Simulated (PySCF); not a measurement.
Li(F) cation (FLi), SMILES [Li][F] (connectivity only; charge and spin as stated), charge +1, multiplicity 2. Atoms are numbered in the order given.

```xyz
2

Li     0.0000     0.0000    -1.5324
F      0.0000     0.0000     0.5108
```
Charge +1, spin multiplicity 2.

Geometry optimised at B3LYP-D3(BJ)/def2-TZVPD. The multiplicity is an assumed one; other spin states were not compared.

These are M06-2X/def2-TZVPD (PySCF) values and carry that method's errors.

Gas-phase values at a fixed geometry.

Problem. Estimate the frontier levels, dipole moment. (The exact figures need the calculation; the answer reports its results.)

Solution. 
```
Property                                                           Result
------------------------------------------------  -----------------------
α spin, highest occupied and lowest empty level       -22.92 and -6.33 eV
β spin, highest occupied and lowest empty level      -21.84 and -11.63 eV
dipole moment about the centre of nuclear charge                   6.76 D
⟨S²⟩                                              0.752 (pure state 0.75)
```
